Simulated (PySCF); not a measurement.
**Core-level binding energies of `C[C@H](Cl)CO`**

Compound: C3H7ClO.
Cartesian coordinates in Å at the PBE0-D3(BJ)/def2-SVP level; atoms count from 1:
```
atom  x, y, z in Å
C1     1.026   -0.589   -0.772
C2     0.188   -0.432    0.474
Cl3   -1.105   -1.710    0.494
C4    -0.509    0.917    0.580
O5    -1.356    1.172   -0.497
H6     0.418   -0.383   -1.664
H7     1.858    0.133   -0.749
H8     1.445   -1.602   -0.847
H9     0.780   -0.613    1.383
H10    0.266    1.702    0.583
H11   -1.035    0.972    1.553
H12   -1.975    0.431   -0.539
```

Computed with delta-SCF UKS SCAN, pcX-2 on the ionised atom, pcseg-1 elsewhere, spin-free X2C (PySCF). Vertical ΔSCF values, vacuum level as zero.

Question: List the computed XPS lines with their assignment.

Answer: 
```csv
atom(s),environment,level,binding energy (eV),2p1/2 (eV),above the level's lowest (eV),count
Cl3,alkyl chlorine,Cl 1s,2828.50,–,0.00,1
O5,alcohol oxygen,O 1s,538.93,–,0.00,1
C4,carbinol carbon (C–OH),C 1s,292.58,–,+1.47,1
C2,sp3 C–Cl carbon,C 1s,292.47,–,+1.36,1
C1,methyl carbon,C 1s,291.11,–,0.00,1
Cl3,alkyl chlorine,Cl 2p3/2,205.90,207.55,0.00,1
```

The listed C 1s values span 1.47 eV, from C1 (bonded to C and 3 H) to C4 (bonded to O, C and 2 H). Summing the Pauling electronegativity differences to the bonded atoms, each weighted by its formal bond order, gives -1.05 for the lowest site and +0.19 for the highest; the largest sum, +0.26, belongs to C2, 0.11 eV below the top.

Question: Which photon wavelength matches the Cl 1s of Cl3 threshold?

Answer: λ = hc/E = 12398.42 eV Å / 2828.50 eV = 4.383 Å.

2p3/2 and 2p1/2 are the ΔSCF energy of one spin-free 2p hole plus the eigenvalues of a spin–orbit and ligand-field matrix of the shell. 2p1/2 minus 2p3/2 (ligand field included): Cl 1.65 eV. The structure is a single PBE0-D3(BJ)/def2-SVP conformer in the gas phase; no vibrational or solvent corrections.

Hardware: one thread, Intel Xeon Platinum 8375C at 2.90 GHz (x86_64), no GPU, on a shared host. Cost: 82 s of wall time, 0.43 GiB resident at most.
